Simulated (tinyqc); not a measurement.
RHF in the sto-3g basis, for LiH, spin multiplicity 1, step by step. Computed by tinyqc, a small Python program that keeps every step (integrals from PySCF). Settings: charge = 0, multiplicity = 1, basis = sto-3g, energy threshold = 1e-09, iteration cap = 78, orthogonalisation = canonical, start = core, DIIS depth = 6, DIIS from iteration = 2, damping = 0.3, method = RHF. Command: `OMP_NUM_THREADS=1 python tinyqc.py 28174 28175 out.jsonl` (the two numbers bound the seeds that draw the settings). One thread of a shared host (Intel(R) Xeon(R) Processor @ 2.60GHz), about 0.07 s of CPU time with the checks. Later iterations appear only in the table of the cycle.

## One-electron integrals

Geometry (angstrom):
```
atom        x        y        z
Li    0.00000  0.00000  0.00000
H     0.00000  0.00000  1.90200
```

Basis sto-3g: exponents (1/bohr^2) and contraction coefficients of normalised primitives:
```
element  l (shell)  exponent  coefficient
Li           s (1)  16.11958      0.15433
Li           s (1)   2.93620      0.53533
Li           s (1)   0.79465      0.44463
Li           s (2)   0.63629     -0.09997
Li           s (2)   0.14786      0.39951
Li           s (2)   0.04809      0.70012
Li           p (3)   0.63629      0.15592
Li           p (3)   0.14786      0.60768
Li           p (3)   0.04809      0.39196
H            s (1)   3.42525      0.15433
H            s (1)   0.62391      0.53533
H            s (1)   0.16886      0.44463
```

Overlap, kinetic and nuclear-attraction integrals over the contracted functions; the nuclear repulsion is the sum of Za Zb / Rab.

nuclear repulsion = 0.8346644 hartree

overlap S, lower triangle:
```
          1Li 1s   1Li 2s  1Li 2px  1Li 2py  1Li 2pz    2H 1s
1Li 1s   1.00000
1Li 2s   0.24114  1.00000
1Li 2px  0.00000  0.00000  1.00000
1Li 2py  0.00000  0.00000  0.00000  1.00000
1Li 2pz  0.00000  0.00000  0.00000  0.00000  1.00000
2H 1s    0.03449  0.32144  0.00000  0.00000  0.44620  1.00000
```

kinetic energy T (hartree), lower triangle:
```
           1Li 1s   1Li 2s  1Li 2px  1Li 2py  1Li 2pz    2H 1s
1Li 1s    3.57679
1Li 2s   -0.02024  0.10216
1Li 2px   0.00000  0.00000  0.31968
1Li 2py   0.00000  0.00000  0.00000  0.31968
1Li 2pz   0.00000  0.00000  0.00000  0.00000  0.31968
2H 1s    -0.01052  0.02421  0.00000  0.00000  0.08513  0.76003
```

nuclear attraction V (hartree), lower triangle:
```
           1Li 1s    1Li 2s   1Li 2px   1Li 2py   1Li 2pz     2H 1s
1Li 1s   -8.26110
1Li 2s   -1.03143  -1.46618
1Li 2px   0.00000   0.00000  -1.42910
1Li 2py   0.00000   0.00000   0.00000  -1.42910
1Li 2pz  -0.01140  -0.10467   0.00000   0.00000  -1.51156
2H 1s    -0.14430  -0.54671   0.00000   0.00000  -0.76764  -2.06076
```

core Hamiltonian H = T + V (hartree), lower triangle:
```
           1Li 1s    1Li 2s   1Li 2px   1Li 2py   1Li 2pz     2H 1s
1Li 1s   -4.68432
1Li 2s   -1.05167  -1.36402
1Li 2px   0.00000   0.00000  -1.10942
1Li 2py   0.00000   0.00000   0.00000  -1.10942
1Li 2pz  -0.01140  -0.10467   0.00000   0.00000  -1.19188
2H 1s    -0.15483  -0.52250   0.00000   0.00000  -0.68251  -1.30073
```

## Two-electron integrals

Functions are numbered as in S; the eight-fold symmetry (ij|kl) = (ji|kl) = (kl|ij) leaves the list below.

Two-electron integrals (ij|kl) in chemists' order, unique and non-zero (hartree):
```
(11|11) 1.68040   (21|11) 0.26542   (21|21) 0.04994   (22|11) 0.39773
(22|21) 0.09286   (22|22) 0.29056   (31|31) 0.00898   (32|31) 0.01379
(32|32) 0.06418   (33|11) 0.39664   (33|21) 0.09288   (33|22) 0.29050
(33|33) 0.31295   (41|41) 0.00898   (42|41) 0.01379   (42|42) 0.06418
(43|43) 0.01687   (44|11) 0.39664   (44|21) 0.09288   (44|22) 0.29050
(44|33) 0.27921   (44|44) 0.31295   (51|51) 0.00898   (52|51) 0.01379
(52|52) 0.06418   (53|53) 0.01687   (54|54) 0.01687   (55|11) 0.39664
(55|21) 0.09288   (55|22) 0.29050   (55|33) 0.27921   (55|44) 0.27921
(55|55) 0.31295   (61|11) 0.03658   (61|21) 0.00693   (61|22) 0.01318
(61|33) 0.01303   (61|44) 0.01303   (61|51) 0.00085   (61|52) 0.00165
(61|55) 0.01350   (61|61) 0.00106   (62|11) 0.10834   (62|21) 0.02571
(62|22) 0.08800   (62|33) 0.08314   (62|44) 0.08314   (62|51) 0.00409
(62|52) 0.02708   (62|55) 0.09765   (62|61) 0.00429   (62|62) 0.04785
(63|31) 0.00181   (63|32) 0.00902   (63|53) 0.00391   (63|63) 0.00297
(64|41) 0.00181   (64|42) 0.00902   (64|54) 0.00391   (64|64) 0.00297
(65|11) 0.14118   (65|21) 0.03378   (65|22) 0.11948   (65|33) 0.11127
(65|44) 0.11127   (65|51) 0.00631   (65|52) 0.04163   (65|55) 0.13578
(65|61) 0.00581   (65|62) 0.07043   (65|65) 0.10469   (66|11) 0.27795
(66|21) 0.06693   (66|22) 0.25316   (66|33) 0.23107   (66|44) 0.23107
(66|51) 0.01118   (66|52) 0.09451   (66|55) 0.29721   (66|61) 0.01147
(66|62) 0.17626   (66|65) 0.26811   (66|66) 0.77461
```

## Orthogonalisation

S = U s U^T; canonical form X = U s^(-1/2), so that X^T S X = 1. Each column of U has its largest component positive (the first on a tie).

eigenvalues of S: 0.43827  0.80209  1.00000  1.00000  1.17949  1.58015

X:
```
                1         2         3        4         5        6
1Li 1s    0.23377   0.77974   0.00000  0.00000   0.60569  0.18770
1Li 2s   -0.69264  -0.61001   0.00000  0.00000   0.47770  0.37493
1Li 2px   0.00000   0.00000   0.99480  0.10180   0.00000  0.00000
1Li 2py   0.00000   0.00000  -0.10180  0.99480   0.00000  0.00000
1Li 2pz  -0.82218   0.47203   0.00000  0.00000  -0.46643  0.41216
2H 1s     1.03506  -0.20936   0.00000  0.00000  -0.18763  0.53589
```

Within a degenerate level the vectors are fixed only up to a rotation; this is one choice.

## Starting guess

The start is the orbitals of the core Hamiltonian; D = 2 C_occ C_occ^T.

D at the start, lower triangle:
```
           1Li 1s   1Li 2s  1Li 2px  1Li 2py  1Li 2pz    2H 1s
1Li 1s    2.04657
1Li 2s   -0.14106  0.34166
1Li 2px   0.00000  0.00000  0.00000
1Li 2py   0.00000  0.00000  0.00000  0.00000
1Li 2pz  -0.08882  0.33815  0.00000  0.00000  0.33597
2H 1s    -0.11347  0.46599  0.00000  0.00000  0.46322  0.63871
```

## Iteration 1: building the Fock matrix

J_ij = sum D_kl (ij|kl), K_ij = sum D_kl (ik|jl); F = H + J - 0.5 K; E = tr D H + tr D J / 2 - 0.25 tr D K + E_nn.

Coulomb J (hartree), lower triangle:
```
          1Li 1s   1Li 2s  1Li 2px  1Li 2py  1Li 2pz    2H 1s
1Li 1s   4.03430
1Li 2s   0.68847  1.33606
1Li 2px  0.00000  0.00000  1.30381
1Li 2py  0.00000  0.00000  0.00000  1.30381
1Li 2pz  0.02433  0.16476  0.00000  0.00000  1.39350
2H 1s    0.09938  0.51639  0.00000  0.00000  0.72543  1.70305
```

exchange K (hartree), lower triangle:
```
          1Li 1s   1Li 2s  1Li 2px  1Li 2py  1Li 2pz    2H 1s
1Li 1s   3.38386
1Li 2s   0.52686  0.32868
1Li 2px  0.00000  0.00000  0.05561
1Li 2py  0.00000  0.00000  0.00000  0.05561
1Li 2pz  0.01332  0.28396  0.00000  0.00000  0.37158
2H 1s    0.08642  0.42034  0.00000  0.00000  0.53348  1.00388
```

Fock matrix F (hartree), lower triangle:
```
           1Li 1s    1Li 2s  1Li 2px  1Li 2py   1Li 2pz     2H 1s
1Li 1s   -2.34195
1Li 2s   -0.62663  -0.19229
1Li 2px   0.00000   0.00000  0.16658
1Li 2py   0.00000   0.00000  0.00000  0.16658
1Li 2pz   0.00627  -0.08190  0.00000  0.00000   0.01583
2H 1s    -0.09865  -0.21628  0.00000  0.00000  -0.22381  -0.09962
```

total energy of this density = -7.8270452 hartree

This density is the starting one.

## Iteration 1: diagonalisation and new density

Diagonalise F' = X^T F X, C = X C', fill 2 alpha and 2 beta electrons from the bottom; D = 2 C_occ C_occ^T; the new density keeps 0.3 of the old one (damping). Each column has its largest component positive (the first on a tie).

F' = X^T F X (hartree), lower triangle:
```
          1         2        3        4         5         6
1   0.43427
2  -0.20001  -0.82719
3   0.00000   0.00000  0.16658
4   0.00000   0.00000  0.00000  0.16658
5  -0.16680  -1.07977  0.00000  0.00000  -1.21077
6  -0.07069  -0.37427  0.00000  0.00000  -0.48844  -0.45362
```

orbital energies (hartree): MO1 -2.34372, MO2 -0.25331, MO3 0.07429, MO4 0.16658, MO5 0.16658, MO6 0.46543

coefficients C:
```
              MO1       MO2       MO3       MO4      MO5       MO6
1Li 1s    0.99285  -0.14304  -0.21429   0.00000  0.00000   0.11224
1Li 2s    0.02774   0.44134   0.81823   0.00000  0.00000  -0.59629
1Li 2px   0.00000   0.00000   0.00000   0.98347  0.18105   0.00000
1Li 2py   0.00000   0.00000   0.00000  -0.18105  0.98347   0.00000
1Li 2pz  -0.00242   0.37341  -0.59134   0.00000  0.00000  -0.89280
2H 1s     0.00213   0.57276  -0.13147   0.00000  0.00000   1.04509
```

D after iteration 1, lower triangle:
```
           1Li 1s   1Li 2s  1Li 2px  1Li 2py  1Li 2pz    2H 1s
1Li 1s    2.02267
1Li 2s   -0.09213  0.37627
1Li 2px   0.00000  0.00000  0.00000
1Li 2py   0.00000  0.00000  0.00000  0.00000
1Li 2pz  -0.10478  0.33207  0.00000  0.00000  0.29600
2H 1s    -0.14578  0.49378  0.00000  0.00000  0.43838  0.65090
```

Within a degenerate level the vectors are fixed only up to a rotation; this is one choice.

## Iteration 2: building the Fock matrix

As before.

Coulomb J (hartree), lower triangle:
```
          1Li 1s   1Li 2s  1Li 2px  1Li 2py  1Li 2pz    2H 1s
1Li 1s   4.01807
1Li 2s   0.68664  1.33528
1Li 2px  0.00000  0.00000  1.30338
1Li 2py  0.00000  0.00000  0.00000  1.30338
1Li 2pz  0.02387  0.16402  0.00000  0.00000  1.39209
2H 1s    0.09908  0.51603  0.00000  0.00000  0.72497  1.70351
```

exchange K (hartree), lower triangle:
```
          1Li 1s   1Li 2s  1Li 2px  1Li 2py  1Li 2pz    2H 1s
1Li 1s   3.36904
1Li 2s   0.54235  0.34654
1Li 2px  0.00000  0.00000  0.05852
1Li 2py  0.00000  0.00000  0.00000  0.05852
1Li 2pz  0.00218  0.28035  0.00000  0.00000  0.35887
2H 1s    0.08201  0.42611  0.00000  0.00000  0.52541  1.00588
```

Fock matrix F (hartree), lower triangle:
```
           1Li 1s    1Li 2s  1Li 2px  1Li 2py   1Li 2pz     2H 1s
1Li 1s   -2.35077
1Li 2s   -0.63621  -0.20200
1Li 2px   0.00000   0.00000  0.16470
1Li 2py   0.00000   0.00000  0.00000  0.16470
1Li 2pz   0.01139  -0.08083  0.00000  0.00000   0.02077
2H 1s    -0.09675  -0.21953  0.00000  0.00000  -0.22024  -0.10016
```

total energy of this density = -7.8355977 hartree

This density is a damped mixture and is not idempotent.

## Iteration 2: diagonalisation and new density

As before.

F' = X^T F X (hartree), lower triangle:
```
          1         2        3        4         5         6
1   0.43374
2  -0.19813  -0.82498
3   0.00000   0.00000  0.16470
4   0.00000   0.00000  0.00000  0.16470
5  -0.16516  -1.08264  0.00000  0.00000  -1.22330
6  -0.07055  -0.36937  0.00000  0.00000  -0.49548  -0.45418
```

orbital energies (hartree): MO1 -2.35301, MO2 -0.25438, MO3 0.07422, MO4 0.16470, MO5 0.16470, MO6 0.46444

coefficients C:
```
              MO1       MO2       MO3      MO4       MO5       MO6
1Li 1s    0.99193  -0.14661  -0.21576  0.00000   0.00000   0.11299
1Li 2s    0.03137   0.45423   0.81119  0.00000   0.00000  -0.59606
1Li 2px   0.00000   0.00000   0.00000  0.98861  -0.15051   0.00000
1Li 2py   0.00000   0.00000   0.00000  0.15051   0.98861   0.00000
1Li 2pz  -0.00399   0.36153  -0.59650  0.00000   0.00000  -0.89425
2H 1s     0.00086   0.57235  -0.14266  0.00000   0.00000   1.04385
```

D after iteration 2, lower triangle:
```
           1Li 1s   1Li 2s  1Li 2px  1Li 2py  1Li 2pz    2H 1s
1Li 1s    2.01438
1Li 2s   -0.07731  0.40311
1Li 2px   0.00000  0.00000  0.00000
1Li 2py   0.00000  0.00000  0.00000  0.00000
1Li 2pz  -0.11118  0.32935  0.00000  0.00000  0.27181
2H 1s    -0.16002  0.51214  0.00000  0.00000  0.42121  0.65390
```

Within a degenerate level the vectors are fixed only up to a rotation; this is one choice.

## Iteration 3: building the Fock matrix

As before.

Coulomb J (hartree), lower triangle:
```
          1Li 1s   1Li 2s  1Li 2px  1Li 2py  1Li 2pz    2H 1s
1Li 1s   4.01201
1Li 2s   0.68595  1.33502
1Li 2px  0.00000  0.00000  1.30344
1Li 2py  0.00000  0.00000  0.00000  1.30344
1Li 2pz  0.02362  0.16329  0.00000  0.00000  1.39121
2H 1s    0.09895  0.51544  0.00000  0.00000  0.72405  1.70139
```

exchange K (hartree), lower triangle:
```
           1Li 1s   1Li 2s  1Li 2px  1Li 2py  1Li 2pz    2H 1s
1Li 1s    3.36329
1Li 2s    0.54793  0.35683
1Li 2px   0.00000  0.00000  0.06032
1Li 2py   0.00000  0.00000  0.00000  0.06032
1Li 2pz  -0.00240  0.27868  0.00000  0.00000  0.35036
2H 1s     0.08001  0.42957  0.00000  0.00000  0.51911  1.00355
```

Fock matrix F (hartree), lower triangle:
```
           1Li 1s    1Li 2s  1Li 2px  1Li 2py   1Li 2pz     2H 1s
1Li 1s   -2.35396
1Li 2s   -0.63968  -0.20741
1Li 2px   0.00000   0.00000  0.16386
1Li 2py   0.00000   0.00000  0.00000  0.16386
1Li 2pz   0.01343  -0.08072  0.00000  0.00000   0.02415
2H 1s    -0.09588  -0.22185  0.00000  0.00000  -0.21801  -0.10111
```

total energy of this density = -7.8389036 hartree

This density is a damped mixture and is not idempotent.

## Iteration 3: DIIS over 2 matrices

error matrix X^T (FDS - SDF) X:
```
          1         2        3        4        5         6
1   0.00000   0.00658  0.00000  0.00000  0.01141   0.00111
2  -0.00658   0.00000  0.00000  0.00000  0.02372   0.01620
3   0.00000   0.00000  0.00000  0.00000  0.00000   0.00000
4   0.00000   0.00000  0.00000  0.00000  0.00000   0.00000
5  -0.01141  -0.02372  0.00000  0.00000  0.00000  -0.01592
6  -0.00111  -0.01620  0.00000  0.00000  0.01592   0.00000
```

B (overlaps of the stored error matrices):
```
               1              2
1  1.4890984e-02  6.0207010e-03
2  6.0207010e-03  2.5067390e-03
```

Minimise |sum c_i e_i|^2 with sum c_i = 1: solve [B -1; -1 0][c; lambda] = [0; -1] with B_ij = tr e_i^T e_j, and take F = sum c_i F_i.

DIIS coefficients: -0.65604  1.65604

extrapolated F (hartree), lower triangle:
```
           1Li 1s    1Li 2s  1Li 2px  1Li 2py   1Li 2pz     2H 1s
1Li 1s   -2.35605
1Li 2s   -0.64196  -0.21096
1Li 2px   0.00000   0.00000  0.16331
1Li 2py   0.00000   0.00000  0.00000  0.16331
1Li 2pz   0.01477  -0.08064  0.00000  0.00000   0.02636
2H 1s    -0.09531  -0.22337  0.00000  0.00000  -0.21656  -0.10173
```

## Iteration 3: diagonalisation and new density

As before.

F' = X^T F X (hartree), lower triangle:
```
          1         2        3        4         5         6
1   0.43196
2  -0.19715  -0.82466
3   0.00000   0.00000  0.16331
4   0.00000   0.00000  0.00000  0.16331
5  -0.16356  -1.08441  0.00000  0.00000  -1.23044
6  -0.07095  -0.36376  0.00000  0.00000  -0.50138  -0.45498
```

orbital energies (hartree): MO1 -2.35860, MO2 -0.25649, MO3 0.07448, MO4 0.16331, MO5 0.16331, MO6 0.46250

coefficients C:
```
              MO1       MO2       MO3       MO4      MO5       MO6
1Li 1s    0.99135  -0.15053  -0.21559   0.00000  0.00000   0.11322
1Li 2s    0.03360   0.46840   0.80379   0.00000  0.00000  -0.59498
1Li 2px   0.00000   0.00000   0.00000  -0.20192  0.97940   0.00000
1Li 2py   0.00000   0.00000   0.00000   0.97940  0.20192   0.00000
1Li 2pz  -0.00501   0.34786  -0.60095   0.00000  0.00000  -0.89668
2H 1s     0.00003   0.57193  -0.15649   0.00000  0.00000   1.04210
```

D after iteration 3, lower triangle:
```
           1Li 1s   1Li 2s  1Li 2px  1Li 2py  1Li 2pz    2H 1s
1Li 1s    2.01193
1Li 2s   -0.07527  0.42968
1Li 2px   0.00000  0.00000  0.00000
1Li 2py   0.00000  0.00000  0.00000  0.00000
1Li 2pz  -0.11362  0.32668  0.00000  0.00000  0.25099
2H 1s    -0.16850  0.52870  0.00000  0.00000  0.40490  0.65412
```

Within a degenerate level the vectors are fixed only up to a rotation; this is one choice.

## Iteration 17 (converged): orbitals

converged F (hartree), lower triangle:
```
           1Li 1s    1Li 2s  1Li 2px  1Li 2py   1Li 2pz     2H 1s
1Li 1s   -2.35533
1Li 2s   -0.64112  -0.21620
1Li 2px   0.00000   0.00000  0.16289
1Li 2py   0.00000   0.00000  0.00000  0.16289
1Li 2pz   0.01457  -0.08121  0.00000  0.00000   0.03161
2H 1s    -0.09490  -0.22664  0.00000  0.00000  -0.21347  -0.10402
```

Diagonalise F' = X^T F X, C = X C', fill 2 alpha and 2 beta electrons from the bottom; D = 2 C_occ C_occ^T. Each column has its largest component positive (the first on a tie).

F' = X^T F X (hartree), lower triangle:
```
          1         2        3        4         5         6
1   0.42939
2  -0.19739  -0.82732
3   0.00000   0.00000  0.16289
4   0.00000   0.00000  0.00000  0.16289
5  -0.16218  -1.08419  0.00000  0.00000  -1.22842
6  -0.07226  -0.35907  0.00000  0.00000  -0.50428  -0.45541
```

orbital energies (hartree): MO1 -2.35784, MO2 -0.25872, MO3 0.07469, MO4 0.16289, MO5 0.16289, MO6 0.46011

coefficients C:
```
              MO1       MO2       MO3      MO4       MO5       MO6
1Li 1s    0.99141  -0.15364  -0.21328  0.00000   0.00000   0.11294
1Li 2s    0.03343   0.48003   0.79809  0.00000   0.00000  -0.59340
1Li 2px   0.00000   0.00000   0.00000  0.67595   0.73695   0.00000
1Li 2py   0.00000   0.00000   0.00000  0.73695  -0.67595   0.00000
1Li 2pz  -0.00487   0.33519  -0.60331  0.00000   0.00000  -0.89992
2H 1s    -0.00010   0.57225  -0.16989  0.00000   0.00000   1.03982
```

D after iteration 17, lower triangle:
```
           1Li 1s   1Li 2s  1Li 2px  1Li 2py  1Li 2pz    2H 1s
1Li 1s    2.01298
1Li 2s   -0.08123  0.46309
1Li 2px   0.00000  0.00000  0.00000
1Li 2py   0.00000  0.00000  0.00000  0.00000
1Li 2pz  -0.11266  0.32148  0.00000  0.00000  0.22475
2H 1s    -0.17603  0.54939  0.00000  0.00000  0.38363  0.65495
```

Within a degenerate level the vectors are fixed only up to a rotation; this is one choice.

## Convergence

Stop when the energy changes by less than 1e-09 hartree and every element of the error matrix X^T (F D S - S D F) X is below 9e-06.

Course of the cycle:
```
iteration  E (hartree)     change  largest element of the error matrix
1           -7.8270452          -                             1.74e-01
2           -7.8355977  -8.55e-03                             6.57e-02
3           -7.8389036  -3.31e-03                             2.37e-02
4           -7.8401799  -1.28e-03                             7.62e-03
5           -7.8406491  -4.69e-04                             2.41e-03
6           -7.8408330  -1.84e-04                             7.20e-04
7           -7.8408929  -5.99e-05                             2.15e-04
8           -7.8409113  -1.84e-05                             6.47e-05
9           -7.8409169  -5.56e-06                             1.94e-05
10          -7.8409185  -1.67e-06                             5.82e-06
11          -7.8409190  -5.02e-07                             1.75e-06
12          -7.8409192  -1.51e-07                             5.24e-07
13          -7.8409192  -4.52e-08                             1.57e-07
14          -7.8409192  -1.36e-08                             4.71e-08
15          -7.8409193  -4.07e-09                             1.41e-08
16          -7.8409193  -1.22e-09                             4.24e-09
17          -7.8409193  -3.66e-10                             1.27e-09
```

PySCF RHF in the same basis = -7.8409193 hartree

Converged in 17 iterations.

## Populations, bond orders and dipole

Mulliken: Z minus the diagonal of D S on the atom; Loewdin: the same with S^(1/2) D S^(1/2); Mayer order: 2 sum_s sum (D(s) S)_ij (D(s) S)_ji over the two atoms.

Charges (e):
```
atom  Mulliken   Loewdin
1Li   -0.00335  -0.00355
2H     0.00335   0.00355
```

Mayer bond orders:
```
pair    order
2-1   0.99999
```

dipole moment about the origin, x y z (debye): 0.00000  0.00000  -4.96154
